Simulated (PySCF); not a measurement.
Species: biphenylene radical anion, C12H8 (charge -1 and doublet state).
Atom-mapped SMILES: `[cH:1]1[cH:2][cH:3][c:4]2[c:5]([cH:6]1)-[c:7]1[cH:8][cH:9][cH:10][cH:11][c:12]1-2` (hydrogens: H13 on C1; H14 on C2; H15 on C3; H16 on C6; H17 on C8; H18 on C9; H19 on C10; H20 on C11)

Theory: PySCF, PBE0-D3(BJ)/def2-SVP geometry optimisation, gas phase.

(1) List the bond lengths, angles and torsions at this level.

## Answers

(1) 
```
                   bond  length (Å)
          C1–C2, C9–C10       1.414
 C3–C4 and 3 like bonds       1.389
 C4–C5 and 3 like bonds       1.463
 C1–C6 and 3 like bonds       1.407
C1–H13 and 3 like bonds       1.095
C3–H15 and 3 like bonds       1.096
```

Bonds in one row agree within 0.01 Å and their mean is given. A selection of angles:
```
    angle  degrees
 C2–C1–C6    121.7
C2–C1–H13    119.0
C6–C1–H13    119.3
 C2–C3–C4    117.4
C2–C3–H15    120.1
C4–C3–H15    122.5
 C3–C4–C5    120.9
C3–C4–C12    149.1
C5–C4–C12     90.0
C7–C8–H17    122.5
```

Torsions: C4–C5–C7–C8 180° (antiperiplanar); C3–C4–C12–C11 0° (synperiplanar).

The 12 heavy atoms lie in one plane (0.001 Å rms). The 14 C–C bonds span 1.389 Å (C7–C8, aromatic) to 1.465 Å (C7–C12, aromatic), a spread of 0.076 Å. C3 (carbon bonded to 2 C and H) is planar (angles 122.5°, 120.1° and 117.4°, sum 360.0°, 0.00 Å off the plane of its three neighbours). C4 (carbon bonded to 3 C) is planar (angles 149.1°, 120.9° and 90.0°, sum 360.0°, 0.00 Å off the plane of its three neighbours). C1 (carbon bonded to 2 C and H) is planar (angles 121.7°, 119.3° and 119.0°, sum 360.0°, 0.00 Å off the plane of its three neighbours).

Point group: D2h (every atom within 0.08 Å of its image). Not checked by PBE0-D3(BJ)/def2-SVP frequencies. ⟨S²⟩ = 0.759 (exact for a doublet: 0.75). Whether the extra electron is bound in the gas phase wasn't checked; a finite basis holds it in any case.

One conformer stands for the species.
